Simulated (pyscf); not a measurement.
Optimised with ωB97X-D3(BJ)/def2-SVP in PySCF.

Q: For HO–Si(Cl)(Cl)–Cl (SMILES O[Si](Cl)(Cl)Cl) + NH₃ (SMILES N) → H₂N–Si(OH)(Cl)–Cl (SMILES N[Si](O)(Cl)Cl) + HCl (SMILES Cl), a four-centre exchange (singlet surface; Cl–Si, H–N broken, N–Si, Cl–H formed), PBE/def2-TZVP gives ΔE‡ = 63.9 kJ/mol and ΔE = +29.0 kJ/mol (zero: the separated reactants). In which direction and how far do r²SCAN/def2-TZVP, M06-2X/def2-TZVP, ωB97M-D3(BJ)/def2-TZVP move these?

A: r²SCAN: ΔE‡ = 63.1 kJ/mol, ΔE = +26.8 kJ/mol; M06-2X: ΔE‡ = 66.8 kJ/mol, ΔE = +19.6 kJ/mol; ωB97M-D3(BJ): ΔE‡ = 69.0 kJ/mol, ΔE = +22.8 kJ/mol. PBE's barrier matches one of them and lies within 5.1 kJ/mol of the others. Its reaction energy lies over all of them, by 2.2 to 9.4 kJ/mol. On the reactant side the descent ends in an adduct with a N–Si contact (not fully relaxed), 15.9 kJ/mol over the separated species and 55.0 kJ/mol under the saddle at ωB97X-D3(BJ)/def2-TZVP. On the product side the descent ends in a complex, 23.7 kJ/mol under the separated species and 64.8 kJ/mol under the saddle at ωB97X-D3(BJ)/def2-TZVP. What is counted as formed (N–Si) is already present as a longer contact in the reactant adduct; forming that adduct is a step of its own. This is the saddle that the search found; another between the same sides may lie lower.
